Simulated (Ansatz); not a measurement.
**Exact exchange and the HOMO–LUMO gap of CO2 (carbon dioxide)**

CO2: 3 atoms, total charge 0, spin state singlet. As SMILES, `O=C=O`. The shape is that of a PBE0-D4/def2-TZVP optimisation.

The HOMO–LUMO gap y, in eV, basis cc-pVTZ; a is the functional's share of exact exchange. Programs: Ansatz 0.2.0.

| functional | program | a | y (eV) |
| --- | --- | --- | --- |
| r2SCAN | Ansatz | 0 | 9.66 |
| revPBE | Ansatz | 0 | 8.94 |
| B3LYP | Ansatz | 0.2 | 11.15 |
| PBE0 | Ansatz | 0.25 | 11.79 |
| r2SCAN0 | Ansatz | 0.25 | ? |
| BHLYP | Ansatz | 0.5 | 14.45 |

Question: Fit y = c + s·a to the known rows and predict r2SCAN0.

Answer: 
1. Means of the 5 rows: a = 0.1900, y = 11.198.
2. Σ(Δa)² = 0.172, Σ(Δa·Δy) = 1.7644, so the slope is 1.7644/0.172 = 10.258.
3. Intercept: 11.198 − (10.258) × 0.1900 = 9.249. The largest residual of the fit is 0.41.
4. r2SCAN0: 9.249 + (10.258) × 0.25 = 11.81 eV.

The run gave 12.31 eV, so the prediction is off by -0.50 eV, about the largest residual. Exact exchange lowers occupied levels and raises empty ones. The rows mix families of semi-local functionals, which the line can't see.
